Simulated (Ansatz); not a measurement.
```yaml
crystal:
  periodic: [false, false, false]
  atoms:
    - {symbol: Al, position_ang: [-0.769195, 0.897389, -1.195757]}
    - {symbol: C, position_ang: [0.680357, 0.065788, -0.218086]}
    - {symbol: Al, position_ang: [0.253295, -0.964198, 1.364734]}
    - {symbol: H, position_ang: [-1.506839, 0.101083, -2.355834]}
    - {symbol: H, position_ang: [-1.244270, 2.365856, -0.819099]}
    - {symbol: H, position_ang: [1.190453, -0.611957, -0.914454]}
    - {symbol: H, position_ang: [1.359807, 0.868964, 0.094442]}
    - {symbol: H, position_ang: [-0.065103, -2.515883, 1.242829]}
    - {symbol: H, position_ang: [0.189995, -0.253340, 2.784124]}
basis:
  gaussian: {orbitals: pcseg-2}
total_charge: 4
magnetization: {spin_polarized: true, initial_magnetization: 0}
hamiltonian: {xc: {name: BHLYP}}
accuracy: high
output: {forces: true}
```

```sh
$ ansatz run in.yaml --threads 2 --pin off --events-out ev --progress --plain --max-ram 4352MiB
```

It prints (some lines left out):

```
Functional definition: BHLYP
3317 factors; integrals over basis functions are off by at most 5.0e-9 eV
mean field evaluation 1: about -14210.0804 eV, gradient 9.2e1 eV
mean field evaluation 2: about -14121.8434 eV, gradient 9.6e1 eV
mean field evaluation 4: about -14248.3828 eV, gradient 2.0e1 eV
mean field evaluation 8: about -14251.0733 eV, gradient 7.8e-1 eV
mean field evaluation 16: about -14251.1530 eV, gradient 3.3e-1 eV
mean field evaluation 32: about -14255.9208 eV, gradient 2.0e-8 eV
mean field -14256.56518921 eV, -523.9191072563 hartree, gradient 5.7e-8 eV, S^2 1.991030; 3 other end points of the search recorded, 0 dependent functions left out
reference -14256.56522208 eV, -523.9191084643 hartree; 17, 17 occupied and 165, 165 virtual orbitals, 3317 factors
Total energy: -14256.56522208 eV, -523.9191084643 hartree
Atom 0 at    -0.769195     0.897389    -1.195757 Å, force     0.261175     0.489164    -0.763346 eV/Å
Atom 1 at     0.680357     0.065788    -0.218086 Å, force     1.454817     0.152729    -0.470023 eV/Å
Atom 2 at     0.253295    -0.964198     1.364734 Å, force     0.741403    -0.383090     0.440178 eV/Å
Atom 3 at    -1.506839     0.101083    -2.355834 Å, force    -1.329441    -1.430492    -2.167467 eV/Å
Atom 4 at    -1.244270     2.365856    -0.819099 Å, force    -0.848858     2.716801     0.646392 eV/Å
Atom 5 at     1.190453    -0.611957    -0.914454 Å, force     0.119201    -0.363804    -0.312445 eV/Å
Atom 6 at     1.359807     0.868964     0.094442 Å, force     0.206421     0.398842     0.207893 eV/Å
Atom 7 at    -0.065103    -2.515883     1.242829 Å, force    -0.535922    -2.861666    -0.201731 eV/Å
Atom 8 at     0.189995    -0.253340     2.784124 Å, force    -0.068795     1.281515     2.620549 eV/Å
Dipole moment:    -0.598982    -0.063293     0.193182 e Å
```

**Question.** Something in this input is off. What?

**Answer.** The charge is far from anything that the molecule holds. The run converged. The result belongs to that input, not to the molecule as meant.
